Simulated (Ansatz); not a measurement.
The parent structure is C in the diamond structure (space group Fd-3m, No. 227; a = 3.5538 Å).

Levels (all Ansatz, a first-principles code, PAW): PBEsol (420 eV, no SOC); r2SCAN (500 eV, scalar-relativistic without spin-orbit coupling); HSE06 (420 eV, scalar-relativistic without spin-orbit coupling).

Levels that relaxed their own cell: PBEsol.

| level | band gap | lattice parameter a |
|---|---|---|
| PBEsol | 4.03 eV | 3.554 Å |
| r2SCAN | 4.38 eV | – |
| HSE06 | 5.31 eV | – |

Measured: band gap 5.48 eV (0 K or low temperature; as listed in arXiv:1206.3780); lattice parameter a 3.553 Å (static lattice; corrected from measurement; as listed in Daniel Mejia-Rodriguez, S. B. Trickey, Phys. Rev. B (2018)).

Computed minus measured — band gap: PBEsol -1.45 eV, r2SCAN -1.10 eV, HSE06 -0.17 eV (closest: HSE06); lattice parameter a: PBEsol +0.0 %. Measured values not marked as corrected hold thermal and zero-point effects that the static-lattice runs lack. A measured gap can be an optical one, lowered by exciton binding.

Single points use the geometry relaxed with PBEsol. HSE06 was sampled on its mesh, a few special points and the semilocal edge points, so its gap is an upper bound. Stability against distortions was not tested.
